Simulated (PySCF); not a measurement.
# A diatomic session: LiO

An exercise on one series of results from a longer session: the logs are not shown, and one member is left open.

The runs use PySCF 2.14.0; Li 6-31G(d,p), O 6-31G(d,p), no relativity.

Set-up of the first run:

Settings of the job:

```
atoms                         : Li, O
charge                        : 0
basis                         : Li 6-31G(d,p), O 6-31G(d,p)
Hamiltonian                   : no relativity
basis functions               : 28
electrons treated             : 11
masses in u                   : 7.0160, 15.9949
levels                        : PBE0, PBE, r²SCAN, PBEsol, BHandHLYP, M06-2X, HSE06, HF, MP2, SCS-MP2, CCSD, CCSD(T)
grid                          : 80 radial by 434 angular points
occupations                   : held fixed by the projection of orbital angular momentum
dissociation limit            : Li + O, each in its ground configuration
starting distance in angstrom : 1.885
values of 2S to try           : 1, 3
```

The run is started by

```console
$ OMP_NUM_THREADS=1 python dia.py task.json out
```

Steps of the session up to this table: Set-up; The PBE0 curve of the state that the search chose; Other states along the same grid; PBE; r²SCAN; PBEsol (GGA); BHandHLYP (global hybrid GGA); M06-2X; HSE06 (range-separated hybrid); UHF (mean field); MP2 and coupled cluster.

One of the session's tables, all rows but one given; the rest of the session is left out.

Energy (eV) from each level's lowest point:

```
R (Å)    UHF  UHF-MP2  UHF-SCS-MP2  UHF-CCSD  UHF-CCSD(T)
1.463  0.593    0.641        0.638       n/a          n/a
1.531  0.265    0.301        0.299     0.300        0.304
1.599  0.083    0.105        0.104     0.105        0.107
1.650      ?        ?            ?         ?            ?
1.701  0.000    0.000        0.000     0.000        0.000
1.752  0.019    0.007        0.008     0.008        0.006
1.820  0.087    0.060        0.061     0.061        0.057
1.905  0.221    0.175        0.176     0.176        0.169
2.007  0.426    0.360        0.361     0.360        0.348
2.143  0.740    0.650        0.651       n/a          n/a
```

Q: Estimate the row for R (Å) = 1.650 from the others.

Worked estimate for «UHF». A straight line through the neighbours (1.599, 0.083) and (1.701, 0.000) gives 0.083 + (0.000 − 0.083) × (1.650 − 1.599) / (1.701 − 1.599) = 0.042; a parabola fitted to 4 rows on both sides gives 0.016.

**Answer.** UHF: 0.018; UHF-MP2: 0.029; UHF-SCS-MP2: 0.029; UHF-CCSD: 0.029; UHF-CCSD(T): 0.030. In «UHF» the line misses by +0.024 and the parabola by -0.002.
